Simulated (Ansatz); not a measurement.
Input file:

```yaml
crystal:
  periodic: [false, false, false]
  atoms:
    - {symbol: N, position_ang: [0.000000, -0.172031, 0.548148]}
    - {symbol: C, position_ang: [0.000000, 0.195022, -0.621447]}
    - {symbol: H, position_ang: [0.000000, 0.535251, 1.282826]}
    - {symbol: H, position_ang: [0.000000, -0.468538, -1.494872]}
basis:
  gaussian: {orbitals: cc-pVDZ}
magnetization: {spin_polarized: false, initial_magnetization: 3}
correlation: {active_space: {ras: {orbitals: [4, 3, 29], electrons: 11, max_holes: 2, max_particles: 2}, fixed_orbitals: true}}
```

```sh
$ ansatz run in.yaml --threads 1 --pin off --events-out ev --progress --plain --max-ram 2393MiB
```

Log:

```
355 factors; integrals over basis functions are off by at most 1.3e-3 eV
mean field evaluation 1: about -2536.3040 eV, gradient 1.4e1 eV
mean field evaluation 2: about -2536.3046 eV, gradient 1.4e1 eV
mean field evaluation 4: about -2537.3561 eV, gradient 1.5e0 eV
mean field evaluation 8: about -2537.3928 eV, gradient 1.5e-3 eV
mean field evaluation 16: about -2536.5948 eV, gradient 7.7e-6 eV
mean field evaluation 32: about -2536.5858 eV, gradient 9.2e-1 eV
mean field -2537.39281321 eV, -93.2474659790 hartree, gradient 2.5e-6 eV, S^2 3.750000; 6 other end points of the search recorded, 0 dependent functions left out
reference -2537.39281321 eV, -93.2474659790 hartree; 9, 6 occupied and 29, 32 virtual orbitals, 355 factors
state -2543.85235598 eV, -93.4848497970 hartree
Total energy: -2543.85235598 eV, -93.4848497970 hartree
```

Natural occupations: 1.9805 1.9709 1.9688 1.9662 0.9971 0.9968 0.9898 0.0211 0.0187 0.0156 0.0103 0.0064 0.0063 0.0062 0.0057 0.0053 0.0052 0.0047 0.0044 0.0038 0.0034 0.0026 0.0021 0.0012.

For the same geometry and basis UCCSDT(Q) lies 548.2 meV lower.

Ran on 1 thread of AMD EPYC 9B14, shared host: 3.8 s wall, 0.18 GiB peak host memory.
